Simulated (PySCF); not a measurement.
Consider formyl, `[CH]=O` (CHO•, doublet). Optimised structure (Å), atoms numbered from 1:
```
C    -0.0227    0.3607   -0.0061
O     1.0525   -0.1431   -0.0219
H    -1.0088   -0.2235    0.0029
```

Computed at PBE0-D3(BJ)/ma-def2-TZVP // BP86-D3(BJ)/ma-def2-SVP with PySCF (density fitting, grid level 2). The prefix ma- adds one diffuse s and one diffuse p function on all atoms but H. Zero-point and thermal terms (298.15 K, 1 bar) come from unscaled BP86-D3(BJ)/ma-def2-SVP harmonic frequencies, with soft modes damped to free rotors in the entropy.

Task: What are the vertical and the adiabatic ionisation energy for forming the singlet cation?

Result: 9.79 eV vertical and 8.41 eV adiabatic, the latter with zero-point energy.

Task: What oxidation potential follows in DMF (IEF-PCM), given that Fc+/Fc comes at 4.40 V absolute with this functional and basis?

Result: In the gas phase ΔG of oxidation is 8.470 eV, and solvation is -10.8 kJ/mol for the parent and -326.7 kJ/mol for the product, so the absolute potential is 5.20 V, or 0.80 V against Fc+/Fc. Fc+/Fc in DMF, 4.40 V, is PBE0-D3(BJ)/ma-def2-TZVP on PBE0-D3(BJ)/def2-SVP structures with GFN2-xTB thermal terms. Benchmark calculations put it near 5.0 V in acetonitrile and DMSO, so it is about 0.6 V low, and the value against it can read up to that much too high. The solvent is electrostatics only, on gas-phase structures; the absolute scale refers to an electron at rest in vacuum.
